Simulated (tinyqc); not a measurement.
Stretching all distances: RHF, UHF, MP2, CISD and CCSD against full CI in the sto-3g basis, for BH, spin multiplicity 1. Computed by the program tinyqc with PySCF. 

Geometry (angstrom):
```
atom       x       y       z
B     0.0000  0.0000  0.0000
H     0.0000  0.0000  1.0860
```

All coordinates are multiplied by the scale. c0^2 is the weight of the RHF determinant in the lowest singlet FCI state (UHF is spin-contaminated and may lie near states of higher spin) and n(LUMO) the first natural occupation beyond the occupied space.

Full CI energy (hartree) and errors against it (kcal/mol):
```
scale  distance 1-2 (angstrom)     E(FCI)      RHF     UHF     MP2    CISD       CCSD  <S^2> UHF   c0^2  n(LUMO)
0.930                    1.010  -24.77498   32.395  22.572  16.200   0.850      0.127      0.601  0.915    0.080
1.210                    1.314  -24.80827   37.739  31.829  18.104   1.294      0.098      0.491  0.914    0.071
1.490                    1.618  -24.77420   47.680  44.206  22.506   2.264      0.102      0.394  0.896    0.078
1.780                    1.933  -24.72790   63.213  51.008  29.913   4.019      0.096      0.658  0.848    0.180
2.060                    2.237  -24.69303   82.861  41.146  39.256   6.499      0.068      0.822  0.769    0.339
2.340                    2.541  -24.67243  104.960  32.727  48.468   9.322      0.028      0.933  0.670    0.527
2.620                    2.845  -24.66250  126.250  28.284  54.212  11.786  -3.65e-03      0.976  0.582    0.694
```

UHF lies below RHF over the whole range. The weight c0^2 goes from 0.92 to 0.58 and n(LUMO) from 0.08 to 0.69: static correlation grows as the bonds break into open-shell fragments. The spread of the error along the curve, which distorts its shape, is CCSD 0.1, CISD 10.9, UHF 28.4, MP2 38.0, RHF 93.9 kcal/mol.
